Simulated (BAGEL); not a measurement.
**HF/STO-3G (density fitting with qzvpp-jkfit) run of CH5BN− (SMILES [BH3-]N=C)**

Aim: the energy change on altering one bond length of CH5BN− at HF/STO-3G (density fitting with qzvpp-jkfit), from 2 runs. 

Program for the calculation: BAGEL 1.2.2.

## Step 1: The system as given

CH5BN−: 8 atoms, total charge -1, spin state singlet. SMILES: `[BH3-]N=C`. The coordinates come from a GFN2-xTB relaxation.

Bond lengths: B1–N2 1.547 Å, N2–C3 1.237 Å, B1–H4 1.227 Å, B1–H5 1.222 Å, B1–H6 1.227 Å, C3–H7 1.118 Å, C3–H8 1.106 Å. Angles: B1–N2–C3 122.9°, N2–B1–H4 109.8°, N2–B1–H5 108.3°, N2–B1–H6 109.4°, N2–C3–H7 126.8°, N2–C3–H8 120.8°, H4–B1–H5 110.1°, H4–B1–H6 109.4°, H5–B1–H6 109.9°, H7–C3–H8 112.4°.

## Step 2: A single-point energy at HF/STO-3G (density fitting with qzvpp-jkfit)

Input file input.json:

```json
{ "bagel" : [

{
  "title" : "molecule",
  "basis" : "sto-3g",
  "df_basis" : "qzvpp-jkfit",
  "angstrom" : true,
  "geometry" : [
    { "atom" : "B", "xyz" : [       0.165600,       1.032650,       0.317000 ] },
    { "atom" : "N", "xyz" : [       0.676790,      -0.343350,      -0.170270 ] },
    { "atom" : "C", "xyz" : [      -0.078150,      -1.293200,      -0.410600 ] },
    { "atom" : "H", "xyz" : [      -0.623460,       1.495860,      -0.501040 ] },
    { "atom" : "H", "xyz" : [       1.127090,       1.777360,       0.440280 ] },
    { "atom" : "H", "xyz" : [      -0.400090,       0.897810,       1.397340 ] },
    { "atom" : "H", "xyz" : [      -1.192360,      -1.302570,      -0.318090 ] },
    { "atom" : "H", "xyz" : [       0.324580,      -2.264550,      -0.754640 ] }
  ]
},

{
  "title" : "hf",
  "charge" : -1
},

{
  "title" : "print",
  "file" : "orbitals.molden",
  "orbitals" : true
}

]}
```

Launch:

```
$ BAGEL_NUM_THREADS=1 BAGEL input.json > input.out
```

The program printed:

```text
* using 1 threads per process

  ===============================================================
  ===============================================================

  *** Geometry ***

  { "atom" : "B", "xyz" : [      0.312939,      1.951426,      0.599043 ] },
  { "atom" : "N", "xyz" : [      1.278948,     -0.648837,     -0.321764 ] },
  { "atom" : "C", "xyz" : [     -0.147682,     -2.443794,     -0.775922 ] },
  { "atom" : "H", "xyz" : [     -1.178169,      2.826766,     -0.946828 ] },
  { "atom" : "H", "xyz" : [      2.129891,      3.358724,      0.832009 ] },
  { "atom" : "H", "xyz" : [     -0.756061,      1.696615,      2.640590 ] },
  { "atom" : "H", "xyz" : [     -2.253234,     -2.461501,     -0.601103 ] },
  { "atom" : "H", "xyz" : [      0.613367,     -4.279379,     -1.426063 ] },

  Number of auxiliary basis functions:      317

  Since a DF basis is specified, we compute 2- and 3-index integrals:
    o Being stored without compression. Storage requirement is 0.001 GB

  Number of basis functions:       20
  Number of electrons      :       23

    * METHOD: MOLECULE                             0.06

  *** RHF ***

  === Nuclear Repulsion ===
    63.9412384149

      * DIIS with orbital gradients will be used.

  === RHF iteration (sto-3g) ===
      0       -118.17728879          0.02797499           0.00
      1       -118.24997331          0.01612189           0.00
      2       -118.27686894          0.00292776           0.00
      3       -118.27903591          0.00076104           0.00
      4       -118.27921431          0.00013264           0.00
      5       -118.27921931          0.00001834           0.00
      6       -118.27921939          0.00000401           0.00
      7       -118.27921939          0.00000070           0.00
      8       -118.27921939          0.00000014           0.00
      9       -118.27921939          0.00000003           0.00
     10       -118.27921939          0.00000001           0.00
     11       -118.27921939          0.00000000           0.00
    * SCF iteration converged.

    * Permanent dipole moment:
           (    0.264081,     1.493675,     0.457490) a.u.

    * METHOD: HF                                   0.08

    * METHOD: PRINT                                0.00

  ===============================================================
```

Wall time 0.4 s (1 thread of Intel Xeon Platinum 8375C at 2.90GHz (Ice Lake), shared host).

## Step 3: The distorted shape

Input file calc.json:

```json
{ "bagel": [

{
  "title": "molecule",
  "basis": "sto-3g",
  "df_basis": "qzvpp-jkfit",
  "angstrom": true,
  "geometry": [
    { "atom": "B", "xyz": [    0.250475,    1.052881,    0.154907 ] },
    { "atom": "N", "xyz": [    0.761665,   -0.323119,   -0.332363 ] },
    { "atom": "C", "xyz": [    0.006725,   -1.272969,   -0.572693 ] },
    { "atom": "H", "xyz": [   -0.538585,    1.516091,   -0.663133 ] },
    { "atom": "H", "xyz": [    1.211965,    1.797591,    0.278187 ] },
    { "atom": "H", "xyz": [   -0.400090,    0.897810,    1.397340 ] },
    { "atom": "H", "xyz": [   -1.107485,   -1.282339,   -0.480183 ] },
    { "atom": "H", "xyz": [    0.409455,   -2.244319,   -0.916733 ] }
  ]
},
{
  "title": "hf",
  "charge": -1
},
{
  "title": "print",
  "file": "orbitals.molden",
  "orbitals": true
}

]}
```

Launch:

```
$ BAGEL_NUM_THREADS=1 BAGEL calc.json > calc.out
```

The program printed:

```text
* using 1 threads per process

  ===============================================================
  ===============================================================

  *** Geometry ***

  { "atom" : "B", "xyz" : [      0.473329,      1.989657,      0.292732 ] },
  { "atom" : "N", "xyz" : [      1.439338,     -0.610606,     -0.628075 ] },
  { "atom" : "C", "xyz" : [      0.012708,     -2.405563,     -1.082233 ] },
  { "atom" : "H", "xyz" : [     -1.017778,      2.864997,     -1.253140 ] },
  { "atom" : "H", "xyz" : [      2.290282,      3.396955,      0.525697 ] },
  { "atom" : "H", "xyz" : [     -0.756061,      1.696615,      2.640590 ] },
  { "atom" : "H", "xyz" : [     -2.092843,     -2.423270,     -0.907414 ] },
  { "atom" : "H", "xyz" : [      0.773758,     -4.241148,     -1.732374 ] },

  Number of auxiliary basis functions:      317

  Since a DF basis is specified, we compute 2- and 3-index integrals:
    o Being stored without compression. Storage requirement is 0.001 GB

  Number of basis functions:       20
  Number of electrons      :       23

    * METHOD: MOLECULE                             0.06

  *** RHF ***

  === Nuclear Repulsion ===
    63.4803714929

      * DIIS with orbital gradients will be used.

  === RHF iteration (sto-3g) ===
      0       -118.15625107          0.02773862           0.00
      1       -118.22876020          0.01593015           0.00
      2       -118.25502356          0.00297861           0.00
      3       -118.25723266          0.00074709           0.00
      4       -118.25740538          0.00011446           0.00
      5       -118.25740873          0.00001750           0.01
      6       -118.25740880          0.00000379           0.00
      7       -118.25740880          0.00000079           0.00
      8       -118.25740880          0.00000019           0.00
      9       -118.25740880          0.00000009           0.00
     10       -118.25740880          0.00000005           0.00
     11       -118.25740880          0.00000001           0.00
     12       -118.25740880          0.00000000           0.00
    * SCF iteration converged.

    * Permanent dipole moment:
           (    0.208427,     1.509182,     0.591994) a.u.

    * METHOD: HF                                   0.10

    * METHOD: PRINT                                0.00

  ===============================================================
```

Wall time 0.46 s (1 thread of Intel Xeon Platinum 8375C at 2.90GHz (Ice Lake), shared host).

## Step 4: Summary of results

Level: HF/STO-3G (density fitting with qzvpp-jkfit).

```
                                                              quantity          value
                                             first shape: total energy  -118.27922 Eh
                                              first shape: HOMO energy       -1.13 eV
                                              first shape: LUMO energy       15.52 eV
    first shape: HOMO–LUMO gap (to an unbound level, set by the basis)       16.65 eV
                                         distorted shape: total energy  -118.25741 Eh
                                          distorted shape: HOMO energy       -1.15 eV
                                          distorted shape: LUMO energy       15.32 eV
distorted shape: HOMO–LUMO gap (to an unbound level, set by the basis)       16.47 eV
     energy change with the B1–H6 bond stretched from 1.227 to 1.411 Å       0.593 eV
```

With the B1–H6 bond stretched from 1.227 to 1.411 Å the energy rises by 0.59 eV (13.7 kcal/mol). The first shape isn't relaxed at this level, so the change isn't measured from a minimum. The minimal basis adds a large error of its own.
